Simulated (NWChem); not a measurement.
Species: CH5N anion, doublet; SMILES of the neutral closed-shell parent CN

```xyz
7

C     -0.0137     0.7042     0.0000
N     -0.1043    -0.7613     0.0000
H     -0.5236     1.1120    -0.8896
H     -0.5236     1.1120     0.8896
H      1.0284     1.0929     0.0000
H      0.4157    -1.1064    -0.8183
H      0.4157    -1.1064     0.8183
```
Atoms are numbered in this order, from 1.

Program: NWChem. Spin-unrestricted. Sets without diffuse functions describe the anion's extra electron poorly. Structure relaxed at the B3LYP/def2-SVPD, spin-unrestricted level. This spin state was assumed; another may lie lower. No stability test was run on the SCF state. The highest occupied level is positive in some or all of these runs, so the extra electron may be held by the finite basis. Total energies compare along this basis series because the functional is fixed.

```
level            basis functions  energy (Ha)  highest occupied level (eV)  lowest empty minus highest occupied level, either spin (eV)   <S²>  relative time
---------------  ---------------  -----------  ---------------------------  -----------------------------------------------------------  -----  -------------
PBE/cc-pVDZ                   53     -95.5925                         6.07                                                         0.66  0.751              1
PBE/aug-cc-pVDZ               91     -95.7207                         1.74                                                         0.45  0.750              3
PBE/cc-pVTZ                  130     -95.6675                         4.76                                                         0.65  0.751              6
PBE/aug-cc-pVTZ              207     -95.7515                         1.55                                                         0.38  0.750             10
```

Relative times are rough (shared machine, one core).
